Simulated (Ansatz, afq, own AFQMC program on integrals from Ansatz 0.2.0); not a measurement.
Two steps: Ansatz 0.2.0 writes the Fock matrix and Cholesky factors of the valence space, and afq projects on them the lowest state that overlaps trial and start.

```yaml
crystal:
  periodic: [false, false, false]
  atoms:
    - {symbol: Al, position_ang: [0.000000, -0.356965, 1.434260]}
    - {symbol: N, position_ang: [0.000000, -0.083019, -0.281434]}
    - {symbol: H, position_ang: [0.000000, 0.439985, -1.152826]}
basis:
  gaussian: {orbitals: cc-pVDZ}
magnetization: {spin_polarized: true, initial_magnetization: 1}
correlation: {method: ccsd_t, electrons: outside_noble_gas, hamiltonian_folder: ham}
```

```sh
$ ansatz run in.yaml --threads 1 --pin off --events-out ev --progress --plain --max-ram 1382MiB
```

afq runs on the folder ham with

```
--method phaseless --trial cisd --walkers 60 --populations 1 --least-time 40 --time-step 0.005 --steps-per-block 50 --equilibration-blocks 28 --max-blocks 300 --target-error 0.00036 --factor-cut 1e-05 --start spin_pure --seed 9962 --release-times 0.24,0.51,0.99,1.62,2.4 --release-step 0.03 --release-every 4 --taylor-order 6
```

Times are imaginary, in 1/Eh. The walk had a cap of 678 s.

```
orbitals 31  electrons 5 4  factors 222 of 362
reference energy -296.90449845 Eh
CCSD correlation -0.20741295 Eh in 18 cycles, weight of the determinant in the CISD state 0.8399
energy of the start -297.104241 Eh
 block  time / (1/Eh)  mean weight  energy / Eh
     1     0.250  0.9995  -297.109180
     2     0.500  1.0018  -297.110500
     3     0.750  0.9998  -297.113056
     4     1.000  1.0014  -297.115932
     5     1.250  1.0027  -297.116174
     8     2.000  1.0007  -297.113346
    17     4.250  0.9994  -297.139260
    41    10.250  0.9994  -297.114669
    65    16.250  0.9988  -297.119194
    89    22.250  1.0012  -297.120711
   113    28.250  0.9985  -297.120205
   137    34.250  0.9986  -297.119350
   161    40.250  0.9988  -297.112697
   185    46.250  0.9993  -297.113075
   209    52.250  1.0006  -297.116870
   233    58.250  1.0001  -297.114291
   241    60.250  0.9986  -297.106326
   257    64.250  1.0014  -297.122037
   281    70.250  0.9999  -297.112798
   297    74.250  0.9987  -297.135325
   305    76.250  1.0003  -297.113840
   321    80.250  1.0016  -297.119819
blocks merged  error / Eh  count
     1  0.000341  300
     2  0.000423  150
     4  0.000502  75
     8  0.000528  37
    16  0.000578  18
    32  0.000528  9
released: time / (1/Eh)  energy / Eh  error  mean overlap
  0.24  -297.119363  0.000624  1.0067
  0.51  -297.119747  0.000528  1.0113
  0.99  -297.120123  0.000609  1.0027
  1.62  -297.119594  0.000608  0.9976
  2.40  -297.119819  0.000732  0.9907
energy -297.119333 +/- 0.000578 Eh
(rows thinned)
```

**Question.** Estimate how long the walk took on 1 thread of Intel(R) Xeon(R) Platinum 8259CL CPU @ 2.50GHz (Skylake/Cascade Lake) (shared host).

**Answer.** 5 min of wall time.

The run passed its tests (sampling time, drift between the halves within three errors, error under three times the target), which doesn't prove that it has relaxed.

Against this walk (error 15.7 meV) on the same determinant: CCSD(T) 34.4 meV higher, CCSDT(Q) 41.7 meV lower. The error is statistical and leaves out the bias of the constraint. The determinant has ⟨S²⟩ = 0.92, so the low cluster orders mix in higher spin (the high orders can go on to a lower state of that spin), while the walk starts as a pure doublet. None of these is a sure reference here. Released to 2.40 1/Eh the energy moves by -13 ± 25 meV (both errors), within twice the noise.

Cautions: constraint bias not in the error; error above the target (15.7 against 9.8 meV); higher spins were not checked; strong correlation (T1 0.051, weight of the determinant 0.84, largest double 0.09); unrestricted determinant spin contaminated (⟨S²⟩ 0.92 against 0.75); the bias of populations of 60 walkers isn't removed.

CCSDT and higher add their correlation energy to the determinant of the CCSD(T) run, since their own runs factorise the integrals more tightly (a shift of under 2 meV). A walk keeps the symmetry of its determinant, which the program's search chose and which needn't be the lowest solution, so a lower state of the same spin and another symmetry isn't excluded.
